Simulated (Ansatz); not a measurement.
Born–Oppenheimer molecular dynamics of AlH$_{3}$O (5 atoms, charge 0, multiplicity 1). It starts from a relaxed structure.

These are results of RKS PBE-D4/6-31G* in Ansatz, not measurements.

* ensemble: NVT, Nosé–Hoover chain
* time step: 0.25 fs
* steps asked: 250
* set temperature: 50 K
* thermostat: time constant 300 fs, chain length 3
* seed: 196598

First frame:

```xyz
5
Properties=species:S:1:pos:R:3
Al -0.024 -0.025 -0.019
O -0.006 -0.123 1.708
H -0.867 -0.170 2.162
H 1.412 0.050 -0.709
H -1.424 -0.015 -0.804
```

Q: How far do the bonds stretch over the last three quarters of this one trajectory? (Pairs bonded in most of those frames.)

A: 
```tsv
bond	mean (Å)	spread (Å)	shortest	longest
Al1–O2	1.730	0.018	1.70	1.76
Al1–H4	1.593	0.015	1.57	1.62
Al1–H5	1.604	0.017	1.58	1.63
O2–H3	0.975	0.003	0.97	0.98
```

Mean temperature of the second half: 26 K. The conserved energy stayed within 0.0037 meV per atom of its start (net change 0.0006 meV per atom), so the integration is sound. The mean temperature of the second half is 49 % below the set value. A run of 0.062 ps of so small a system gives no equilibrium averages.

The run took 2.1 min on 1 thread of Arm Neoverse V2 (shared host), peak memory 0.082 GiB.
